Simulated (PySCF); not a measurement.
# CH6Si (methylsilane): levels of theory compared

Wanted: a comparison of 6 runs (HF/3-21G, B3LYP/6-31G*, B3LYP/def2-TZVP, BHLYP/def2-TZVP, PBE/def2-TZVP, r2SCAN/def2-TZVP) of CH6Si (methylsilane). Input form: a Python script.

Program for the calculation: PySCF 2.14.0.

1 further run of the same task is left out (set aside as unsound or not needed).

### Step 1. The molecule

The species is CH6Si (8 atoms), meant as a singlet with charge 0. As SMILES, `C[SiH3]`. Geometry: relaxed at PBE0-D4/def2-TZVP.

Bond lengths: C1–Si2 1.871 Å, C1–H3 1.092 Å, C1–H4 1.092 Å, C1–H5 1.092 Å, Si2–H6 1.488 Å, Si2–H7 1.488 Å, Si2–H8 1.488 Å. Some angles: C1–Si2–H6 110.7°, C1–Si2–H7 110.7°, C1–Si2–H8 110.7°, Si2–C1–H3 110.8°, Si2–C1–H4 110.8°, Si2–C1–H5 110.8°, H6–Si2–H7 108.2°, H6–Si2–H8 108.2°, H7–Si2–H8 108.2°, H3–C1–H4 108.1°.

### Step 2. The energy at HF/3-21G (run 1)

Input file input.py:

```python
from pyscf import gto

mol = gto.Mole()
mol.atom = '''
C     -0.181500     0.239740    -0.940300
Si     0.162420    -0.214550     0.841500
H     -1.240470     0.112510    -1.175580
H      0.395470    -0.391420    -1.619800
H      0.086600     1.280720    -1.133860
H     -0.624960     0.646220     1.765390
H      1.605560    -0.040010     1.159870
H     -0.203110    -1.633210     1.102780
'''
mol.basis = '3-21g'
mol.max_memory = 1860
mol.charge = 0
mol.verbose = 3
mol.build()

mf = mol.RHF()
mf.conv_tol = 1e-10
mf.kernel()
if not mf.converged:
    mf = mf.newton().run(mf.mo_coeff, mf.mo_occ)

etot = mf.e_tot
print('Final energy', etot)
```

Run with:

```console
OMP_NUM_THREADS=1 python input.py
```

Output:

```text
converged SCF energy = -328.525244276083
Final energy -328.5252442760828
```

Wall time 0.66 s (1 thread of Arm Neoverse V2, shared host); peak memory 0.12 GiB.

### Step 3. A single-point energy at B3LYP/6-31G(d) (spherical functions) (run 2)

Input file input.py:

```python
from pyscf import gto, dft

molecule = gto.Mole()
molecule.atom = '''
C     -0.342985     0.453043    -1.776909
Si     0.306929    -0.405441     1.590205
H     -2.344149     0.212613    -2.221524
H      0.747330    -0.739677    -3.060978
H      0.163650     2.420210    -2.142685
H     -1.181003     1.221179     3.336104
H      3.034069    -0.075608     2.191837
H     -0.383822    -3.086320     2.083952
'''
molecule.spin = 0
molecule.max_memory = 1860
molecule.charge = 0
molecule.verbose = 4
molecule.basis = '6-31g*'
molecule.unit = 'bohr'
molecule.build()

mf = dft.RKS(molecule)
mf.xc = 'b3lyp'
mf.conv_tol = 1e-10
mf.grids.level = 5
mf.kernel()
if not mf.converged:
    mf = mf.newton().run(mf.mo_coeff, mf.mo_occ)

etot = mf.e_tot
print('Final energy', etot)
```

Run with:

```console
OMP_NUM_THREADS=1 python input.py
```

Output:

```text
PySCF version 2.14.0

[... 72 lines left out ...]
converged SCF energy = -331.208240275146
Final energy -331.2082402751462
```

It took 5.7 s on 1 thread of Arm Neoverse V2, shared host; peak memory 0.27 GiB.

Run 3 isn't shown in full; the table further down has it.

### Step 4. A single-point energy at BHLYP/def2-TZVP (run 4)

Input file calc.py:

```python
from pyscf import gto, dft

molecule = gto.M(
    atom='''
C   -0.181500   0.239740  -0.940300
Si   0.162420  -0.214550   0.841500
H   -1.240470   0.112510  -1.175580
H    0.395470  -0.391420  -1.619800
H    0.086600   1.280720  -1.133860
H   -0.624960   0.646220   1.765390
H    1.605560  -0.040010   1.159870
H   -0.203110  -1.633210   1.102780
''',
    max_memory=1860,
    spin=0,
    basis='def2-tzvp',
    verbose=4,
)

ks = dft.RKS(molecule)
ks.xc = 'bhandhlyp'
ks.grids.level = 5
ks.conv_tol = 1e-10
ks.kernel()
if not ks.converged:
    ks = ks.newton().run(ks.mo_coeff, ks.mo_occ)

energy = ks.e_tot
print('Final energy', energy)
```

Run with:

```console
OMP_NUM_THREADS=1 python calc.py
```

Output:

```text
PySCF version 2.14.0

[... 74 lines left out ...]
converged SCF energy = -331.20234766768
Final energy -331.20234766768027
```

It took 15 s on 1 thread of Arm Neoverse V2, shared host; peak memory 0.52 GiB.

Run 5 isn't shown in full; the table further down has it.

### Step 5. A single-point energy at r2SCAN/def2-TZVP (run 6)

Input file input.py:

```python
from pyscf import gto, dft

mol = gto.Mole()
mol.atom = '''
C     -0.342985     0.453043    -1.776909
Si     0.306929    -0.405441     1.590205
H     -2.344149     0.212613    -2.221524
H      0.747330    -0.739677    -3.060978
H      0.163650     2.420210    -2.142685
H     -1.181003     1.221179     3.336104
H      3.034069    -0.075608     2.191837
H     -0.383822    -3.086320     2.083952
'''
mol.basis = 'def2-tzvp'
mol.unit = 'bohr'
mol.max_memory = 1860
mol.verbose = 3
mol.build()

calc0 = dft.RKS(mol, xc='r2scan')
calc0.grids.level = 5
calc0.conv_tol = 1e-10
calc0.kernel()
if not calc0.converged:
    calc0 = calc0.newton().run(calc0.mo_coeff, calc0.mo_occ)

energy = calc0.e_tot
print('E = %.10f Eh' % energy)
```

Run with:

```console
OMP_NUM_THREADS=1 python input.py
```

Output:

```text
converged SCF energy = -331.171307735119
E = -331.1713077351 Eh
```

Run time: 31 s. Hardware: 1 thread of Arm Neoverse V2, shared host; peak memory 0.58 GiB.

### Step 6. Overview of the runs

| run | level | integration grid | energy (Eh) | dipole moment (D) | HOMO energy (eV) | LUMO energy (eV) | wall time |
| --- | --- | --- | --- | --- | --- | --- | --- |
| 1 | HF/3-21G | – | -328.525244 | 0.70 | -12.39 | 4.86 | 0.66 s |
| 2 | B3LYP/6-31G* (spherical functions) | 5 | -331.208240 | 0.83 | -8.84 | 1.13 | 5.7 s |
| 3 | B3LYP/def2-TZVP | 5 | -331.260198 | 0.81 | -9.00 | 0.42 | 14 s |
| 4 | BHLYP/def2-TZVP | 5 | -331.202348 | 0.78 | -10.46 | 1.35 | 15 s |
| 5 | PBE/def2-TZVP | 5 | -331.006942 | 0.86 | -7.91 | -0.08 | 14 s |
| 6 | r2SCAN/def2-TZVP | 5 | -331.171308 | 0.87 | -8.21 | 0.50 | 31 s |

### Step 7. Results

| quantity | value |
| --- | --- |
| run 6: total energy | -331.17131 Eh |
| run 6: dipole moment | 0.87 D |
| run 6: HOMO energy | -8.21 eV |
| run 6: LUMO energy | 0.50 eV |
| run 6: HOMO–LUMO gap | 8.71 eV |

What this shows: The dipole moment (its size) runs from 0.70 D (HF/3-21G) to 0.87 D (r2SCAN/def2-TZVP). The two ends differ in method and basis. The HOMO–LUMO gap runs from 7.82 eV (PBE/def2-TZVP) to 17.26 eV (HF/3-21G). Totals of different functionals can't be ranked against each other. All runs together took 80 s, the longest 31 s.
